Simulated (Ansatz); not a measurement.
# AlHN: the cost of one run

The runs use Ansatz 0.2.0, Gaussian basis; def2-QZVPP, all electrons in the functionals, frozen cores in the correlation of double hybrids and RPA.

To be run: wB97M-V, B2PLYP, at charge 0, quartet; charge 0, doublet; charge 0, sextet; charge 1, triplet; charge 1, quintet.

### 1 The system

The geometry is a PBE0/def2-TZVP stationary point (not a proven minimum).

3 atoms, charge 0, spin multiplicity 4.

Atoms are counted from 1 here; the program's logs count them from 0.

Bond lengths: Al1–N2 1.919 Å, Al1–H3 1.612 Å. Angles: N2–Al1–H3 112.5°.

Geometry (Å):

```
Al    0.00000   -0.10466    0.61743
N     0.00000    0.10752   -1.28974
H     0.00000    1.30757    1.39491
```

No dispersion term is added; wB97M-V holds VV10 nonlocal correlation.

The geometry shown and the zero of energy belong to the point charge 0, quartet. The yardstick, UCCSD(T), and other wave-function levels (R restricted, U unrestricted, valence and pair active spaces) come from earlier runs.

### 2 wB97M-V, charge 0, quartet

Input file in.yaml:

```yaml
crystal:
  periodic: [false, false, false]
  atoms:
    - {symbol: Al, position_ang: [0.000000, -0.104664, 0.617425]}
    - {symbol: N, position_ang: [0.000000, 0.107524, -1.289743]}
    - {symbol: H, position_ang: [0.000000, 1.307572, 1.394905]}
basis:
  gaussian: {orbitals: "def2-QZVPP.json"}
magnetization: {spin_polarized: true, initial_magnetization: 3}
hamiltonian: {xc: {name: wB97M-V}}
output: {orbitals: {seedname: orbitals}}
```

Started as:

```bash
$ ansatz run in.yaml --threads 1 --pin off --events-out ev --progress --plain --max-ram 2393MiB
```

**Question.** How long does this run take on 1 thread of Arm Neoverse V1, shared host, and how much memory does it need?

About 21 s, with a peak of 0.35 GiB.
